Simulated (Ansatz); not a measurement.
Density of states of Li2FeS2 (P-3m1, a = 3.732 Å, b = 3.732 Å, c = 6.037 Å, α = 90.00°, β = 90.00°, γ = 120.00°), in states per eV and primitive cell, averaged over bins of 0.5 eV. The calculation used Ansatz 0.2.0, DFT PBEsol, scalar-relativistic, plane waves, PAW.

Settings: cutoff 420 eV, Γ-centred mesh 12×12×6 on the computed 5-atom cell, Gaussian smearing of 0.10 eV; collinear spin from starting moments 0 0 3.72 0.17 0.17 μB.

The cell is relaxed at this level. The states (both spins) are summed by tetrahedra on a 18×18×9 mesh at the self-consistent density. Energies are bin centres; the table starts no lower than −8 eV and ends at 6 eV, or lower where the solved bands end.

It is a metal at this level.

```tsv
E − E_F (eV)	total	Fe 3d down	S 3p up	S 3p down	Fe 3d up	Fe 4s down	Li 2s down	Li 2s up	Fe 4s up
-5.90	1.05	0.00	0.65	0.04	0.11	0.01	0.00	0.04	0.16
-5.40	2.94	0.05	1.20	0.86	0.28	0.18	0.05	0.10	0.10
-4.90	3.41	0.07	1.01	1.41	0.53	0.08	0.10	0.05	0.03
-4.40	4.26	0.08	1.44	0.77	1.76	0.02	0.04	0.03	0.02
-3.90	2.49	0.11	0.69	0.88	0.65	0.01	0.04	0.01	0.01
-3.40	4.44	0.38	0.90	1.90	1.05	0.01	0.05	0.02	0.01
-2.90	6.30	0.45	0.88	1.95	2.77	0.01	0.04	0.03	0.05
-2.40	3.37	0.15	0.86	1.13	1.06	0.00	0.02	0.03	0.01
-1.90	1.54	0.05	0.69	0.51	0.23	0.00	0.00	0.01	0.00
-1.40	1.11	0.01	0.49	0.13	0.37	0.00	0.00	0.05	0.00
-0.90	2.89	0.00	1.73	0.00	0.97	0.00	0.00	0.05	0.01
-0.40	1.69	1.29	0.14	0.07	0.06	0.03	0.01	0.00	0.00
0.10	3.14	2.85	0.00	0.19	0.00	0.01	0.01	0.00	0.00
0.60	1.38	1.26	0.00	0.08	0.00	0.01	0.01	0.00	0.00
1.10	2.24	1.58	0.00	0.42	0.00	0.01	0.07	0.00	0.00
1.60	1.76	1.24	0.00	0.38	0.00	0.01	0.03	0.00	0.00
2.10	0.02	0.00	0.00	0.00	0.00	0.00	0.00	0.00	0.00
2.60	0.26	0.00	0.01	0.00	0.00	0.00	0.00	0.03	0.04
3.10	1.03	0.01	0.06	0.02	0.00	0.03	0.05	0.14	0.14
3.60	2.05	0.03	0.14	0.05	0.01	0.08	0.14	0.21	0.36
4.10	2.31	0.04	0.12	0.12	0.01	0.21	0.24	0.19	0.25
4.60	2.07	0.03	0.06	0.13	0.00	0.36	0.20	0.14	0.08
5.10	2.43	0.02	0.07	0.07	0.01	0.10	0.14	0.18	0.08
5.60	2.40	0.03	0.04	0.06	0.00	0.09	0.13	0.08	0.04
```

The columns after the total are the main Löwdin projections on the occupied valence shells of the potentials; 2 others are left out. The rest of the total lies in those, in shells that are empty in the free atom, which aren't projected, and between the atoms.

The cell holds one magnetic atom, so it can only be ferromagnetic; an antiferromagnetic order may lie lower.

Only this magnetic start was tried.

Whether Li2FeS2 exists in this form wasn't checked.

Cost: 1 run of about 1 core-minutes, on Intel Xeon 6975P-C (Granite Rapids) (shared hosts).